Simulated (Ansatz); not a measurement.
# C2H3NO2: a ladder of functionals and wavefunction methods

How much do the methods differ for C2H3NO2? The plan is to run it at one geometry with functionals of several rungs and with coupled cluster, and see how far each lands from CCSD(T) at the basis-set limit for the atomisation energy.

Computed with Ansatz 0.2.0, Gaussian basis. Level: functionals in def2-TZVPP, the program's frozen cores in correlated methods.

Levels to be run: LDA (SPW92), PBE-D4, revPBE-D4, BLYP-D4, r2SCAN-D4, B97M-V, PBE0-D4, B3LYP-D4, r2SCANh-D4, r2SCAN0-D4, HSE06-D4, BHLYP-D4, CAM-B3LYP-D4, LC-ωPBE, ωB97X-V, ωB97M-V, B2PLYP, PBE-QIDH; CCSD(T)/def2-SVP; CCSD(T)/def2-TZVPP; MP2/def2-QZVPP; extrapolation to the limit; RPA on PBE.

### Step 1. The geometry

The geometry comes from an earlier relaxation with PBE0-D4 in a triple-zeta def2 set; it is a stationary point, not always the lowest conformer.

8 atoms, charge 0, spin multiplicity 1.

Atoms are counted from 1 here; the program's logs count them from 0.

Bond lengths: O1–C2 1.362 Å, O1–H6 0.964 Å, C2–O3 1.382 Å, C2–C4 1.419 Å, C2–N5 1.474 Å, O3–H7 0.962 Å, C4–N5 1.269 Å, C4–H8 1.086 Å. Angles: C2–O1–H6 107.4°, O1–C2–O3 110.1°, O1–C2–C4 120.6°, O1–C2–N5 119.8°, O3–C2–C4 124.8°, O3–C2–N5 118.0°, C4–C2–N5 52.0°, C2–O3–H7 108.2°, C2–C4–N5 66.3°, C2–C4–H8 156.4°, N5–C4–H8 137.4°, C2–N5–C4 61.8°.

### Step 2. LDA

This LDA is Slater exchange with PW92 correlation.

in.yaml

```yaml
crystal:
  periodic: [false, false, false]
  atoms:
    - {symbol: O, position_ang: [-0.781768, 1.301014, 0.165111]}
    - {symbol: C, position_ang: [-0.024077, 0.179512, 0.013908]}
    - {symbol: O, position_ang: [1.314741, 0.516382, -0.043519]}
    - {symbol: C, position_ang: [-0.522995, -1.088898, 0.408185]}
    - {symbol: N, position_ang: [-0.500483, -0.917043, -0.848534]}
    - {symbol: H, position_ang: [-0.359418, 2.004794, -0.340385]}
    - {symbol: H, position_ang: [1.780763, -0.181790, -0.513059]}
    - {symbol: H, position_ang: [-0.814662, -1.870970, 1.102392]}
basis:
  gaussian: {orbitals: def2-TZVPP}
hamiltonian: {xc: lda}
output: {orbitals: {seedname: orbitals}}
```

Run with:

```console
$ ansatz run in.yaml --threads 2 --pin off --events-out ev --progress --plain --max-ram 4352MiB
```

The runs that follow: PBE-D4 (GGA); revPBE-D4 (GGA); BLYP-D4 (GGA); r2SCAN-D4 (meta-GGA); B97M-V (meta-GGA); B3LYP-D4 (hybrid); r2SCANh-D4 (hybrid); r2SCAN0-D4 (hybrid); HSE06-D4 (hybrid); BHLYP-D4 (hybrid); CAM-B3LYP-D4 (range-separated); LC-ωPBE (range-separated); ωB97X-V (range-separated); ωB97M-V (range-separated); B2PLYP (double hybrid); PBE-QIDH (double hybrid); CCSD(T) in def2-SVP; CCSD(T) in def2-TZVPP; MP2 in def2-QZVPP; RPA on PBE orbitals.

Before running them: what should the planned runs give, taken together? Wanted: atomisation energy, CCSD(T)/CBS; farthest beyond LDA; mean size of error, GGA; mean size of error, meta-GGA; mean size of error, hybrid; mean size of error, range-separated; mean size of error, double hybrid; gap, smallest and largest; T1 diagnostic.

As calculated:

| quantity | value |
| --- | --- |
| atomisation energy, CCSD(T)/CBS | 3261.3 kJ/mol |
| functionals within 16.3 kJ/mol (0.5 %) | r2SCAN-D4, B97M-V, B3LYP-D4 |
| farthest beyond LDA | BHLYP-D4 (-201.1 kJ/mol) |
| mean size of error, GGA | 90.2 kJ/mol |
| mean size of error, meta-GGA | 6.1 kJ/mol |
| mean size of error, hybrid | 67.4 kJ/mol |
| mean size of error, range-separated | 21.0 kJ/mol |
| mean size of error, double hybrid | 31.0 kJ/mol |
| gap, smallest and largest | 3.60 eV (LDA (SPW92)), 11.57 eV (LC-ωPBE) |
| T1 diagnostic | 0.0121 |
| triples share of the correlation energy | 4.2 % |

LDA overbinds by 691.7 kJ/mol (21 %). PBE-D4 is off by +176.1 kJ/mol. Double hybrids carry the basis error of their MP2 part in triple zeta, and no dispersion term here, so their miss is partly the set-up's. By mean error the best rung here is meta-GGA (6.1 kJ/mol) and the worst beyond LDA is GGA (90.2 kJ/mol). The reference freezes the cores and leaves out relativity and excitations past (T), so misses under about 16.3 kJ/mol can't be ranked. Hartree-Fock recovers 62 % of the binding; the rest is correlation. CCSD(T) in def2-SVP is off by -206.2 kJ/mol, more than most functionals: a good method in a small basis is no reference. Orbital gaps span 3.6 to 11.6 eV; exact exchange widens them.
